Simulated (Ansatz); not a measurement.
**C5H3F: geometry optimisation in Python**

Aim: a geometry optimisation, for C5H3F, run from a script. SMILES: C#CC1=CC1F.

Computed with Ansatz 0.2.0 through its Python package. Level of theory: r2SCAN/cc-pVDZ.

## (1) Starting point

Bond lengths: C1–C2 1.205 Å, C2–C3 1.435 Å, C3–C4 1.447 Å, C3–C5 1.395 Å, C4–C5 1.395 Å, C5–F6 1.382 Å, C1–H7 1.058 Å, C4–H8 1.081 Å, C5–H9 1.109 Å. Angles: C1–C2–C3 180.0°, C2–C1–H7 180.0°, C2–C3–C4 150.6°, C2–C3–C5 150.7°, C4–C3–C5 58.8°, C3–C4–C5 58.7°, C3–C4–H8 150.6°, C5–C4–H8 150.7°, C3–C5–C4 62.5°, C3–C5–F6 113.1°, C3–C5–H9 116.6°, C4–C5–F6 113.0°, C4–C5–H9 116.6°, F6–C5–H9 121.2°.

No structure file is read: the coordinates are typed or built in the script.

## (2) The script

Input file opt_c5h3f.py:

```python
import warnings

import ansatz
import numpy as np

GEOMETRY = """
C     1.70680    1.43020    1.32620
C     0.88960    0.79930    0.70430
C    -0.08310    0.04820   -0.03600
C    -1.42620   -0.11250   -0.55060
C    -0.43890   -1.06770   -0.79350
F    -0.59400   -2.21100   -0.03360
H     2.42440    1.98420    1.87230
H    -2.44080    0.24440   -0.66220
H    -0.03780   -1.11510   -1.82670
"""

warnings.simplefilter("ignore", ansatz.DeckWarning)

molecule = ansatz.Crystal.molecule()
for line in GEOMETRY.strip().splitlines():
    symbol, *xyz = line.split()
    molecule = molecule.atom(symbol, [float(v) for v in xyz])

job = (
    molecule.calculation()
    .basis(gaussian="cc-pVDZ")
    .functional("r2scan")
)
symbols = [site.symbol for site in molecule.cartesian_sites]
start = np.array([site.position_ang for site in molecule.cartesian_sites], dtype=float)
report = job.relax(force_tolerance=0.01).run().report
end = np.array(report["positions_ang"])

print(f"E = {report['free_energy_ev']:.6f} eV = {report['free_energy_ev'] / 27.211386246:.7f} Ha")
print("converged:", report["converged"], " doubts:", report["published_state_doubts"] or "none")

print("bond        before    after (A)")
for i, j in [(0, 1), (0, 6), (1, 2), (2, 3), (2, 4), (3, 4), (3, 7), (4, 5), (4, 8)]:
    d0, d1 = (np.linalg.norm(xyz[i] - xyz[j]) for xyz in (start, end))
    print(f"{symbols[i]}{i}-{symbols[j]}{j}".ljust(10), f"{d0:8.4f} {d1:8.4f}")
for i, j, k in [(1, 0, 6), (0, 1, 2), (1, 2, 3), (1, 2, 4), (3, 2, 4), (2, 3, 4), (2, 3, 7), (4, 3, 7)]:
    u, v = end[i] - end[j], end[k] - end[j]
    print(f"angle {symbols[i]}{i}-{symbols[j]}{j}-{symbols[k]}{k}: {np.degrees(np.arccos(np.clip(u @ v / np.linalg.norm(u) / np.linalg.norm(v), -1, 1))):.2f} deg")

charges = report["charge_distribution"]
print("dipole moment", round(4.803205 * float(np.linalg.norm(charges["dipole_moment_e_ang"])), 3), "D")
print("Mulliken:", [(s, round(q, 3)) for s, q in zip(symbols, charges["mulliken_charges_e"])])
with open("c5h3f_opt.xyz", "w") as handle:
    handle.write(f"{len(symbols)}\nrelaxed C5H3F\n")
    handle.writelines(f"{s:2s} {x:11.6f} {y:11.6f} {z:11.6f}\n" for s, (x, y, z) in zip(symbols, end))
```

## (3) Launch

Run with:

```bash
> python opt_c5h3f.py
```

Without the output at hand: what should come out? Wanted: total energy; dipole moment; moves of the relaxation; energy gained; last largest force component.

**Answer**, as computed:

| quantity | value |
| --- | --- |
| total energy | -7942.2990 eV |
| dipole moment | 1.92 D |
| moves of the relaxation | 9 |
| energy gained | 0.951 eV |
| last largest force component | 0.0072 eV/Å |

What this shows: After 9 moves the largest shift is 0.185 Å, of atom 9 (H). The end point is the stationary point reached from this start; no frequency run checks that it is a minimum, and the basis set is modest.
